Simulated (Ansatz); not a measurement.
in.yaml

```yaml
crystal:
  periodic: [false, false, false]
  atoms:
    - {symbol: Si, position_ang: [0.000000, 0.000000, 1.696441]}
    - {symbol: As, position_ang: [0.000000, 0.000000, -0.702186]}
    - {symbol: H, position_ang: [0.000000, 1.264239, 2.462181]}
    - {symbol: H, position_ang: [0.000000, -1.264239, 2.462181]}
basis:
  gaussian: {orbitals: cc-pVDZ}
total_charge: 1
magnetization: {spin_polarized: false, initial_magnetization: 2}
correlation: {method: ccsdtq, electrons: outside_noble_gas}
```

```sh
$ ansatz run in.yaml --threads 2 --pin off --events-out ev --progress --plain --max-ram 24576MiB --backend cuda --devices 0, --max-vram 18GiB
```

The program prints:

```
1059 factors; integrals over basis functions are off by at most 1.5e-7 eV
mean field evaluation 1: about -68679.7622 eV, gradient 8.5e0 eV
mean field evaluation 2: about -68679.7640 eV, gradient 8.5e0 eV
mean field evaluation 4: about -68680.4531 eV, gradient 8.4e-1 eV
mean field evaluation 8: about -68680.4672 eV, gradient 2.1e-3 eV
mean field evaluation 16: about -68680.4650 eV, gradient 2.0e-1 eV
mean field evaluation 32: about -68677.8918 eV, gradient 8.2e-2 eV
mean field evaluation 64: about -68677.0475 eV, gradient 4.4e-4 eV
mean field -68680.46715689 eV, -2523.9606147231 hartree, gradient 6.1e-6 eV, S^2 2.000000; 2 other end points of the search recorded, 0 dependent functions left out
determinant -68680.46715689 eV, -2523.9606147231 hartree, with singles and doubles -68685.44964373 eV, -2524.1437177370 hartree
determinant -68677.89133556 eV, -2523.8659550350 hartree, with singles and doubles -68683.42036607 eV, -2524.0691431585 hartree
determinant -68677.78723850 eV, -2523.8621295386 hartree, with singles and doubles -68682.90589801 eV, -2524.0502368062 hartree
19 core orbitals not correlated: weight in the atoms' cores, before any rotation towards them, 1.000 or more for the frozen orbitals, at most 0.000 for the correlated occupied ones
reference -68680.46715689 eV, -2523.9606147231 hartree; 6, 4 occupied and 30, 32 virtual orbitals, 1059 factors
second order -3.94115742 eV of doubles, -0.06857430 eV of singles
cycle   1  -4.70558835 eV  change   -6.9e-1 eV  update   7.9e-2
cycle   2  -5.08732712 eV  change   -3.8e-1 eV  update   3.6e-2
cycle   3  -5.15821812 eV  change   -7.1e-2 eV  update   2.1e-2
cycle   4  -5.16597803 eV  change   -7.8e-3 eV  update   1.1e-2
cycle   5  -5.17515130 eV  change   -9.2e-3 eV  update   5.5e-3
cycle   6  -5.17366185 eV  change    1.5e-3 eV  update   2.9e-3
cycle   7  -5.17098620 eV  change    2.7e-3 eV  update   1.2e-3
cycle   8  -5.17173477 eV  change   -7.5e-4 eV  update   5.9e-4
cycle   9  -5.17215580 eV  change   -4.2e-4 eV  update   2.2e-4
cycle  10  -5.17194090 eV  change    2.1e-4 eV  update   1.2e-4
cycle  11  -5.17197648 eV  change   -3.6e-5 eV  update   5.7e-5
cycle  12  -5.17198719 eV  change   -1.1e-5 eV  update   2.2e-5
cycle  13  -5.17199680 eV  change   -9.6e-6 eV  update   1.4e-5
cycle  14  -5.17200662 eV  change   -9.8e-6 eV  update   6.2e-6
cycle  15  -5.17200637 eV  change    2.5e-7 eV  update   3.1e-6
cycle  16  -5.17200470 eV  change    1.7e-6 eV  update   1.7e-6
cycle  17  -5.17200389 eV  change    8.0e-7 eV  update   8.4e-7
Total energy: -68685.63916079 eV, -2524.1506823605 hartree
```

Ran on 2 threads of AMD EPYC 7R13 with a shared H100 80 GB, shared host: 72 s wall, 0.86 GiB peak host memory.
